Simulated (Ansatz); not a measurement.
This was printed by a script on Ansatz 0.2.0 through its Python package, for harmonic frequencies at the relaxed geometry of C₄H₅N, SMILES C=CC1=NC1. What did the script look like? Settings (for the species named): r2SCAN, def2-SVP basis, multiplicity 1.

Contents of `c4h5n.xyz`:
```text
10

C    -1.70280   -0.27390   -0.84410
C    -0.83560   -0.44150    0.14770
C     0.49330    0.16360    0.09040
N     1.45940    0.94640   -0.57860
C     1.71380    0.39140    0.63780
H    -1.44630    0.31400   -1.71720
H    -2.68350   -0.72800   -0.78790
H    -1.11090   -1.03250    1.01150
H     2.40410   -0.47520    0.58000
H     1.70850    1.13570    1.46050
```

Running `python c4h5n.py` prints:
```text
step   1  E = -5707.552927 eV  max force 6.0795 eV/A
step   2  E = -5708.714860 eV  max force 3.0980 eV/A
step   3  E = -5708.909134 eV  max force 2.1024 eV/A
step   4  E = -5708.718370 eV  max force 3.3252 eV/A
step   5  E = -5708.979973 eV  max force 0.1544 eV/A
step   6  E = -5708.979479 eV  max force 0.1193 eV/A
step   7  E = -5708.980827 eV  max force 0.0352 eV/A
step   8  E = -5708.980987 eV  max force 0.0049 eV/A
step   9  E = -5708.980998 eV  max force 0.0035 eV/A
step  10  E = -5708.980998 eV  max force 0.0003 eV/A
final positions (A) and the move of each atom
C    -1.72801   -0.26659   -0.87721    0.0423
C    -0.85526   -0.44074    0.13056    0.0261
C     0.46762    0.14441    0.10492    0.0352
N     1.20594    0.86493   -0.63036    0.2712
C     1.76381    0.37344    0.71024    0.0898
H    -1.45548    0.33028   -1.75374    0.0410
H    -2.72587   -0.71233   -0.84991    0.0767
H    -1.11828   -1.03581    1.01137    0.0081
H     2.55184   -0.39085    0.66078    0.1883
H     1.89368    1.13325    1.49344    0.1881
frequencies (1/cm): 76 215 346 481 680 729 896 964 991 1010 1019 1078 1102 1276 1328 1424 1485 1674 1821 3068 3146 3165 3178 3258
imaginary modes: 0  zero-point energy: 2.1331 eV
T (K)   F_vib (eV)   S_vib (meV/K)   C_vib (meV/K)
 200.0      2.1116        0.2465          0.2962
 300.0      2.0792        0.4040          0.5005
 400.0      2.0302        0.5775          0.7130
 500.0      1.9635        0.7572          0.8992
 600.0      1.8789        0.9352          1.0534
deuterated (1/cm): 65 193 287 430 563 648 738 761 795 798 823 866 880 1008 1051 1124 1321 1606 1810 2226 2294 2359 2362 2429
zero-point energy falls by 0.4321 eV
```

One script that gives this output:

Script `c4h5n.py`:
```python
"""Vibrations of C4H5N."""

import ansatz as az
import numpy as np

c4h5n = az.Crystal.molecule_from_extxyz("c4h5n.xyz")

model = (
    c4h5n.calculation()
    .basis(gaussian="def2-SVP")
    .functional("r2SCAN")
)
symbols = [site.symbol for site in c4h5n.cartesian_sites]
start = np.array([site.position_ang for site in c4h5n.cartesian_sites], dtype=float)
def progress(event):
    if event["event"] == "relax_step":
        row = event["data"]
        print(f"step {row['step']:3d}  E = {row['lagrangian_ev']:.6f} eV  max force {row['allowed_force_max_ev_ang']:.4f} eV/A")


report = model.relax(force_tolerance=0.003).session().plan().execute(on_event=progress).report
end = np.array(report["positions_ang"])

print("final positions (A) and the move of each atom")
for symbol, xyz, old in zip(symbols, end, start):
    print(f"{symbol:2s} {xyz[0]:10.5f} {xyz[1]:10.5f} {xyz[2]:10.5f}   {np.linalg.norm(xyz - old):7.4f}")

# same settings at the minimum
minimum = az.Crystal.molecule()
for symbol, xyz in zip(symbols, end):
    minimum = minimum.atom(symbol, xyz.tolist())
vibrating = minimum.calculation()
vibrating = vibrating.basis(gaussian="def2-SVP")
vibrating = vibrating.functional("r2SCAN").phonons(temperatures=(200, 600, 100))
vib = vibrating.run(threads=1, pin="off").report["vibrations"]
sums = vib["harmonic_sums"]
modes = [m["omega_inv_cm"] for m in sums["modes_at_gamma"] if m["rigid_motion"] == "no"]
print("frequencies (1/cm):", " ".join(f"{w:.0f}" for w in modes))
print("imaginary modes:", sum(w < 0 for w in modes), " zero-point energy:", round(sums["zero_point_energy_ev"], 4), "eV")
print("T (K)   F_vib (eV)   S_vib (meV/K)   C_vib (meV/K)")
for row in zip(sums["temperatures_k"], sums["vibrational_free_energy_ev"], vib["entropy_ev_per_k"], vib["heat_capacity_ev_per_k"]):
    print(f"{row[0]:6.1f} {row[1]:11.4f} {1000 * row[2]:13.4f} {1000 * row[3]:15.4f}")

# all hydrogen replaced by deuterium
heavier = vibrating.phonons(masses={"H": 2.014102}).run(threads=1, pin="off").report["vibrations"]["harmonic_sums"]
print("deuterated (1/cm):", " ".join(f"{m['omega_inv_cm']:.0f}" for m in heavier["modes_at_gamma"] if m["rigid_motion"] == "no"))
print("zero-point energy falls by", round(sums["zero_point_energy_ev"] - heavier["zero_point_energy_ev"], 4), "eV")
```

What to keep in mind:
- Total energies depend on the basis set; only differences at equal settings carry meaning.
- The frequencies are harmonic and unscaled, in a modest basis. The result belongs to the one conformer reached from this start, and soft torsions count as harmonic oscillators.
- Run time: 3.3 min on 1 thread of AMD EPYC 9R45 (Zen 5), with other jobs on the host, peak memory 0.27 GiB.

(A comment or docstring line of the script was reworded after the run, the code is as it ran; lines on the test bed's own set-up are left out of the output.)
